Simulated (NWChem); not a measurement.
# N2H cation; SMILES [NH+]#N

Results from NWChem. Pople sets run with spherical d functions. All runs use the structure optimised with PBE0/def2-SVP. Vertical excitations in the gas phase; the lowest state need not have the same character in each row.

For level B3LYP/6-31+G*, TDA:

```yaml
orbital gap (eV): 11.51
```

Task: Estimate the same quantities for level CAM-B3LYP/6-31+G*, TDA.

Result: 
| Quantity | Value |
|---|---|
| orbital gap (eV) | 15.10 |
